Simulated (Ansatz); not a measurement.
# AlBFH₃: taking an electron away

Aim: the vertical ionisation energy of AlBFH₃, as cation minus neutral at the neutral's geometry, on several levels, and how well −ε(HOMO) stands in for it.

Program: Ansatz 0.2.0, Gaussian basis. Level of theory: unrestricted cation, the program's frozen cores in correlated methods. These are calculated values, not measurements.

The runs, in order: UKS PBE-D4/def2-TZVPP; UKS r2SCAN-D4/def2-TZVPP; UKS PBE0-D4/def2-TZVPP; UKS B3LYP-D4/def2-TZVPP; UKS wB97X-V/def2-TZVPP; UKS wB97M-V/def2-TZVPP; UKS B2PLYP/def2-TZVPP; UHF-CCSD(T)/def2-TZVPP; UHF-MP2/def2-QZVPP; extrapolation to the limit; then −ε(HOMO) from the neutral's earlier runs with LDA (SPW92), PBE-D4, revPBE-D4, BLYP-D4, r2SCAN-D4, B97M-V, PBE0-D4, B3LYP-D4, r2SCANh-D4, r2SCAN0-D4, HSE06-D4, BHLYP-D4, CAM-B3LYP-D4, LC-ωPBE, ωB97X-V, ωB97M-V.

1 further run of the same task is left out (it didn't finish).

## (1) Structure used throughout

The geometry comes from an earlier relaxation with PBE0-D4 in a triple-zeta def2 set; it is a stationary point.

SMILES `F[BH][AlH2]`, 6 atoms, charge 0, spin multiplicity 1.

Atoms are counted from 1 here; the program's logs count them from 0.

Bond lengths: F1–B2 1.329 Å, B2–Al3 2.161 Å, B2–H4 1.210 Å, Al3–H5 1.592 Å, Al3–H6 1.592 Å. Angles: F1–B2–Al3 120.8°, F1–B2–H4 114.2°, Al3–B2–H4 125.0°, B2–Al3–H5 120.9°, B2–Al3–H6 120.9°, H5–Al3–H6 118.1°.

## (2) Cation, UKS PBE-D4/def2-TZVPP

in.yaml

```yaml
crystal:
  periodic: [false, false, false]
  atoms:
    - {symbol: F, position_ang: [-0.478469, -2.079129, -0.109508]}
    - {symbol: B, position_ang: [-0.701468, -0.798004, -0.384108]}
    - {symbol: Al, position_ang: [0.643845, 0.736041, 0.326913]}
    - {symbol: H, position_ang: [-1.694497, -0.598876, -1.045531]}
    - {symbol: H, position_ang: [1.874388, 1.220452, -0.559820]}
    - {symbol: H, position_ang: [0.398301, 1.455515, 1.725856]}
basis:
  gaussian: {orbitals: def2-TZVPP}
total_charge: 1
magnetization: {spin_polarized: true, initial_magnetization: 1}
hamiltonian: {xc: pbe, dispersion: d4}
```

Started as:

```sh
$ ansatz run in.yaml --threads 2 --pin off --events-out ev --progress --plain --max-ram 4352MiB
```

After this run come: Cation, UKS r2SCAN-D4/def2-TZVPP; Cation, UKS PBE0-D4/def2-TZVPP; Cation, UKS B3LYP-D4/def2-TZVPP; Cation, UKS wB97X-V/def2-TZVPP; Cation, UKS wB97M-V/def2-TZVPP; Cation, UKS B2PLYP (frozen core)/def2-TZVPP; Cation, UHF-CCSD(T)/def2-TZVPP; Cation, UHF-MP2/def2-QZVPP.

Before running them: what should the planned runs give, taken together? Wanted: ionisation energy, CCSD(T)/CBS; nearest functional by difference; nearest −ε(HOMO); −ε(HOMO) of PBE; T1 of the cation.

The runs gave:

```
                        quantity               value
  ionisation energy, CCSD(T)/CBS             9.93 eV
nearest functional by difference  ωB97X-V (-0.16 eV)
                nearest −ε(HOMO)  LC-ωPBE (+0.06 eV)
                 −ε(HOMO) of PBE             6.07 eV
                T1 of the cation               0.023
```

In words: Energy differences with functionals land within 0.57 eV of the reference. The PBE orbital energy is 3.9 eV too small: a semilocal HOMO is no ionisation energy. Among orbital estimates LC-ωPBE comes nearest. Hartree-Fock falls 0.77 eV short, as the neutral has more correlation energy than the cation.
